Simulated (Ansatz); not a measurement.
InAs (zinc blende): values from a third-order Birch-Murnaghan fit to a volume scan beside measured ones. Computed values: PBEsol (plane waves to 420 eV, PAW, scalar-relativistic; Ansatz, an electronic-structure program). At this level the bands of InAs touch or barely overlap; measurements give the solid a gap. InAs was relaxed with its symmetry unable to fall. The PAW data are Ansatz's earlier set.

```json
[
 {"quantity": "Lattice constant a (Å)", "reference": "6.047", "kind": "measured, corrected to the static lattice", "PBEsol": "6.088", "difference": "+0.7 %"},
 {"quantity": "Bulk modulus B₀ (GPa)", "reference": "58.6", "kind": "measured, corrected to the static lattice", "PBEsol": "55.5", "difference": "-5.3 %"}
]
```

PBEsol overestimates the lattice constant a by 0.7 %. PBEsol underestimates the bulk modulus B₀ by 5.3 %.

References as given in: Daniel Mejia-Rodriguez, S. B. Trickey, Physical Review B (2018), arXiv:1807.09216.

(A scan under strain: stresses follow from slopes of the energy per volume, elastic moduli from its curvatures.)
